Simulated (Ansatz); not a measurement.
Species: C₂H₆O, SMILES `COC` (charge 0, multiplicity 1).

Question: Give a relaxed geometry from PBE-D3(BJ)/def2-SVP (Ansatz, a first-principles code).

Answer: the end point of this relaxation (outside a Z-matrix the atoms follow the SMILES, hydrogens last).
Bonds (Å): C1–O2 1.404, C1–H4 1.119, C1–H5 1.119, C1–H6 1.108, O2–C3 1.404, C3–H7 1.108, C3–H8 1.119, C3–H9 1.119. Angles (°): O2–C1–H4 112.3, O2–C1–H5 112.3, O2–C1–H6 107.9, H4–C1–H5 107.3, H4–C1–H6 108.4, H5–C1–H6 108.4, C1–O2–C3 112.5, O2–C3–H7 107.9, O2–C3–H8 112.3, O2–C3–H9 112.3, H7–C3–H8 108.4, H7–C3–H9 108.4, H8–C3–H9 107.3.
